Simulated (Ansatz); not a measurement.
# C2HFN2: taking an electron away

How much energy removes an electron from C2HFN2 at fixed geometry? The cation is run at each level and the neutral's energy taken from earlier runs.

The runs use Ansatz 0.2.0, Gaussian basis; unrestricted cation, the program's frozen cores in correlated methods.

Plan: UKS PBE-D4/def2-TZVPP; UKS r2SCAN-D4/def2-TZVPP; UKS PBE0-D4/def2-TZVPP; UKS B3LYP-D4/def2-TZVPP; UKS wB97X-V/def2-TZVPP; UKS wB97M-V/def2-TZVPP; UKS B2PLYP/def2-TZVPP; UHF-CCSD(T)/def2-TZVPP; UHF-MP2/def2-QZVPP; extrapolation to the limit; then −ε(HOMO) from the neutral's earlier runs with LDA (SPW92), PBE-D4, revPBE-D4, BLYP-D4, r2SCAN-D4, B97M-V, PBE0-D4, B3LYP-D4, r2SCANh-D4, r2SCAN0-D4, HSE06-D4, BHLYP-D4, CAM-B3LYP-D4, LC-ωPBE, ωB97X-V, ωB97M-V.

**1. The geometry**

All runs share one geometry, relaxed beforehand with PBE0-D4/def2-TZVP.

6 atoms, charge 0, spin multiplicity 1.

Atoms are counted from 1 here; the program's logs count them from 0.

Bond lengths: F1–C2 1.326 Å, C2–N3 1.440 Å, C2–N5 1.441 Å, C2–H6 1.085 Å, N3–C4 1.382 Å, C4–N5 1.382 Å. Angles: F1–C2–N3 117.2°, F1–C2–N5 117.2°, F1–C2–H6 111.3°, N3–C2–N5 70.0°, N3–C2–H6 117.8°, N5–C2–H6 117.9°, C2–N3–C4 95.2°, N3–C4–N5 73.4°, C2–N5–C4 95.2°.

**2. Cation, UKS PBE-D4/def2-TZVPP**

File in.yaml:

```yaml
crystal:
  periodic: [false, false, false]
  atoms:
    - {symbol: F, position_ang: [-1.573868, 0.416610, -0.549702]}
    - {symbol: C, position_ang: [-0.405542, 0.279479, 0.062609]}
    - {symbol: N, position_ang: [0.108134, -1.058204, 0.209836]}
    - {symbol: C, position_ang: [1.438371, -0.690685, 0.134577]}
    - {symbol: N, position_ang: [0.757525, 0.103212, -0.768880]}
    - {symbol: H, position_ang: [-0.324610, 0.949578, 0.911560]}
basis:
  gaussian: {orbitals: def2-TZVPP}
total_charge: 1
magnetization: {spin_polarized: true, initial_magnetization: 1}
hamiltonian: {xc: pbe, dispersion: d4}
```

Command:

```sh
$ ansatz run in.yaml --threads 2 --pin off --events-out ev --progress --plain --max-ram 4352MiB
```

Further steps of the session: Cation, UKS r2SCAN-D4/def2-TZVPP; Cation, UKS PBE0-D4/def2-TZVPP; Cation, UKS B3LYP-D4/def2-TZVPP; Cation, UKS wB97X-V/def2-TZVPP; Cation, UKS wB97M-V/def2-TZVPP; Cation, UKS B2PLYP (frozen core)/def2-TZVPP; Cation, UHF-CCSD(T)/def2-TZVPP; Cation, UHF-MP2/def2-QZVPP.

Q: Predict the results of all the runs planned. Wanted: ionisation energy, CCSD(T)/CBS; nearest functional by difference; nearest −ε(HOMO); −ε(HOMO) of PBE; T1 of the cation.

The runs gave:

| quantity | value |
| --- | --- |
| ionisation energy, CCSD(T)/CBS | 11.26 eV |
| nearest functional by difference | ωB97M-V (-0.07 eV) |
| nearest −ε(HOMO) | LC-ωPBE (+0.09 eV) |
| −ε(HOMO) of PBE | 6.91 eV |
| T1 of the cation | 0.039 |

In words: By cation minus neutral, the functionals miss by 0.42 eV at most. −ε(HOMO) of PBE misses by 4.3 eV, since self-interaction lifts the level. Among orbital estimates LC-ωPBE comes nearest. Hartree-Fock falls 1.13 eV short, as the neutral has more correlation energy than the cation. The cation's T1 (from the report) is 0.039, near the customary mark of 0.045 for open shells, so the coupled-cluster value is less safe. The cation may have settled in a state other than its lowest; no search over hole states beyond the program's own was made.
